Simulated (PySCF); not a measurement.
## Frontier levels across methods

Species: H₆OSi₂.
Numbering: `[SiH3:1][O:2][SiH3:3]` (hydrogens: H4, H5, H6 on Si1; H7, H8, H9 on Si3)

Cartesian coordinates in Å at the PBE0-D3(BJ)/def2-SVP level; atoms count from 1:
```xyz
9
H6OSi2 angstrom
Si     1.5602   -0.3013    0.0584
O      0.0033   -0.0936   -0.4675
Si    -1.5541    0.2907   -0.0550
H      2.2879   -1.1453   -0.9303
H      2.2446    1.0209    0.1802
H      1.5705   -0.9753    1.3933
H     -1.9426   -0.4110    1.2068
H     -2.4560   -0.1375   -1.1606
H     -1.6867    1.7644    0.1516
```

Basis pcSseg-2 throughout (PySCF), one geometry. Isolated species at its PBE0-D3(BJ)/def2-SVP geometry, gas phase.

Question: How do the orbital energies, the gap and the dipole change with the method?

Answer: 
```tsv
method	kind	HOMO (eV)	LUMO (eV)	gap (eV)	μ (D)	SCF cycles
B97-2	global hybrid	-8.47	-0.32	8.15	0.40	11
PBE0	global hybrid	-8.70	-0.36	8.35	0.41	11
BHandHLYP	global hybrid	-10.07	0.46	10.53	0.44	10
CAM-B3LYP	range-separated hybrid	-10.12	0.57	10.69	0.43	12
wB97X-D	range-separated hybrid	-10.61	1.38	11.99	0.42	12
LC-wPBE	range-separated hybrid	-11.46	1.74	13.20	0.44	12
```

The HOMO spans 2.99 eV, from B97-2 down to LC-wPBE, and the gap runs from 8.15 eV (B97-2) to 13.20 eV (LC-wPBE). Over the methods B97-2 (21 %), PBE0 (25 %), BHandHLYP (50 %), a straight line through the gap against the share of exact exchange rises by 0.84 eV for each 10 % (correlation coefficient 0.999). The dipole ranges from 0.40 D (B97-2) to 0.44 D (BHandHLYP). This basis has no diffuse functions.

The vertical ΔSCF ionisation energy at CAM-B3LYP/def2-SVPD is 10.97 eV; −ε(HOMO) comes closest to it with wB97X-D (10.61 eV).
